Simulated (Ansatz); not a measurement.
**NH3+ (doublet): wave-function methods side by side at distance N1–H2 = 0.818 Å, 6-31G**

How much of the correlation energy of NH3+ (doublet) does each wave-function method recover here?

Computed with Ansatz 0.2.0, Gaussian basis. Level: 6-31G, core rule «outside noble gas», up to 1 orbitals frozen.

To be run: UHF; CCSD(T) on ROHF; CCSD(T) on UHF; BCCD(T) on ROHF; CISD; CCSDT(Q) on ROHF; CCSDT(Q) on UHF; CISDTQ; CCSDTQ on ROHF; CCSDTQ on UHF; CASSCF and MRCISD+Q, 3 electrons in 3 orbitals; CASSCF and NEVPT2, 3 electrons in 3 orbitals; CASSCF and MRCISD+Q, 7 electrons in 7 orbitals; CASSCF and NEVPT4(SD), 7 electrons in 7 orbitals; CASSCF and NEVPT2, 7 electrons in 7 orbitals; Full CI.

14 further runs of the same task are left out: 8 that didn't finish, 6 set aside as unsound or not needed.

## 1. The geometry

The geometry derives from a PBE0/def2-TZVP stationary point (not a proven minimum). One bond is set to the value named and the two fragments are kept rigid.

4 atoms, charge 1, spin multiplicity 2.

Atoms are counted from 1 here; the program's logs count them from 0.

Bond lengths: N1–H2 0.818 Å, N1–H3 1.024 Å, N1–H4 1.024 Å. Angles: H2–N1–H3 120.0°, H2–N1–H4 120.0°, H3–N1–H4 120.0°.

## 2. UHF

in.yaml reads:

```yaml
crystal:
  periodic: [false, false, false]
  atoms:
    - {symbol: N, position_ang: [0.012198, 0.000164, -0.000001]}
    - {symbol: H, position_ang: [0.830124, 0.011151, -0.000057]}
    - {symbol: H, position_ang: [-0.511726, 0.880109, -0.002763]}
    - {symbol: H, position_ang: [-0.487900, -0.893538, 0.002831]}
basis:
  gaussian: {orbitals: 6-31G}
total_charge: 1
magnetization: {spin_polarized: true, initial_magnetization: 1}
hamiltonian: {xc: hf}
output: {orbitals: {seedname: orbitals}}
```

Started as:

```
$ ansatz run in.yaml --threads 1 --pin off --events-out ev --progress --plain --max-ram 2393MiB
```

The runs that follow: CCSD(T) on ROHF; CCSD(T) on UHF; BCCD(T) on ROHF; CISD; CCSDT(Q) on ROHF; CCSDT(Q) on UHF; CISDTQ; CCSDTQ on ROHF; CCSDTQ on UHF; CASSCF and MRCISD+Q, 3 electrons in 3 orbitals; CASSCF and NEVPT2, 3 electrons in 3 orbitals; CASSCF and MRCISD+Q, 7 electrons in 7 orbitals; CASSCF and NEVPT4(SD), 7 electrons in 7 orbitals; CASSCF and NEVPT2, 7 electrons in 7 orbitals; Full CI.

**Question.** What will the summary of the whole plan be? Wanted: FCI below the RHF energy; RMP2 from FCI; UMP2 from FCI; RCCSD from FCI; RCCSD(T) from FCI; UCCSD(T) from FCI; RCCSDT(Q) from FCI; UCCSDT(Q) from FCI; NEVPT2 pair from FCI.

**Answer**, as computed:

| quantity | value |
| --- | --- |
| FCI below the RHF energy | -2.7325 eV |
| RMP2 from FCI | +45.2 kJ/mol |
| UMP2 from FCI | +43.1 kJ/mol |
| RCCSD from FCI | +2.5 kJ/mol |
| RCCSD(T) from FCI | +0.6 kJ/mol |
| UCCSD(T) from FCI | +0.6 kJ/mol |
| RCCSDT(Q) from FCI | 0.0 kJ/mol |
| UCCSDT(Q) from FCI | 0.0 kJ/mol |
| NEVPT2 pair from FCI | +33.9 kJ/mol |
| MRCISD+Q pair from FCI | +0.2 kJ/mol |
| NEVPT2 valence from FCI | +16.9 kJ/mol |
| levels within 1 kcal/mol (43 meV) | RCCSD, UCCSD, RCCSD(T), UCCSD(T), BCCD(T), RCCSDT, UCCSDT, CISDTQ, RCCSDT(Q), UCCSDT(Q), RCCSDTQ, UCCSDTQ, MRCISD+Q pair, NEVPT4(SD) valence, MRCISD valence, MRCISD+Q valence |
| T1 diagnostic | 0.014 |
| effectively unpaired electrons | 1.01 |

In words: RCCSD(T) lands +0.6 kJ/mol from the yardstick (0.2 % of the correlation energy). One determinant dominates. Of the multireference levels listed MRCISD+Q pair comes nearest in total energy (+0.2 kJ/mol), which doesn't show that its space is the better one. These misses are within one basis, not against nature; the frozen cores of restricted and unrestricted runs differ, which can shift their rows.
